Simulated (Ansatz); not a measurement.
# BH2Si: the cost of one run

Method: def2-QZVPP, core rule «outside noble gas», up to 6 orbitals frozen; program: Ansatz 0.2.0, Gaussian basis.

To be run: UHF; ROHF; CCSD(T) on UHF.

2 further runs of the same task are left out: 2 set aside as unsound or not needed.

## Step 1: The geometry

The geometry is a PBE0/def2-TZVP stationary point (not a proven minimum).

4 atoms, charge 0, spin multiplicity 2.

Atoms are counted from 1 here; the program's logs count them from 0.

Bond lengths: Si1–B2 1.844 Å, B2–H3 1.322 Å, B2–H4 1.185 Å. Angles: Si1–B2–H3 66.1°, Si1–B2–H4 177.9°, H3–B2–H4 116.0°.

## Step 2: UHF

in.yaml reads:

```yaml
crystal:
  periodic: [false, false, false]
  atoms:
    - {symbol: Si, position_ang: [0.000000, -0.005322, 0.594837]}
    - {symbol: B, position_ang: [0.000000, -0.077872, -1.247918]}
    - {symbol: H, position_ang: [0.000000, 1.150544, -0.760155]}
    - {symbol: H, position_ang: [0.000000, -0.167010, -2.429569]}
basis:
  gaussian: {orbitals: "def2-QZVPP.json"}
magnetization: {spin_polarized: true, initial_magnetization: 1}
hamiltonian: {xc: hf}
output: {orbitals: {seedname: orbitals}}
```

Command:

```bash
$ ansatz run in.yaml --threads 1 --pin off --events-out ev --progress --plain --max-ram 4096MiB --backend cpu
```

**Question.** How long does this run take on 1 thread of AMD EPYC 7R13, shared host, and how much memory does it need?

About 7 s, with a peak of 0.41 GiB.
